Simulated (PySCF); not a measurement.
## Threshold energies of SiO in a plasma

PBE0 in PySCF with def2-TZVPPD on every atom, for the lowest determinant that a PBE0 search found; no spin–orbit coupling.

```csv
species,state (unpaired electrons),Re (Å),ωe (cm⁻¹),energy of the minimum from the neutral (eV),De (eV),dissociates to
SiO,singlet (closed shell),1.508,1272,0.00,7.91,Si + O
SiO⁺,doublet (σ ↑),1.516,1158,11.42,4.71,Si⁺ + O
```

Work out the lowest energy to break SiO into atoms, from its vibrational ground state.

D0 = De − ωe/2 = 7.91 − 0.08 = 7.83 eV (PBE0/def2-TZVPPD).

Work out the ionisation energy of the Si atom at this level and the threshold of dissociative ionisation.

IE(Si) = 11.42 + 4.71 − 7.91 = 8.22 eV, so Si⁺ + O + e⁻ appears at D0 + IE(Si) = 16.05 eV (PBE0/def2-TZVPPD). The measured IE(Si) is 8.152 eV (NIST ASD).

These are thermodynamic thresholds; the onsets seen under electron impact lie higher where the geometry changes, and cross-sections peak well above them.

For an ion De counts to the pair picked by the measured ionisation energies or electron affinities, which need not be the lowest pair at this level. States were picked by a PBE0 search and need not be the measured ground states.
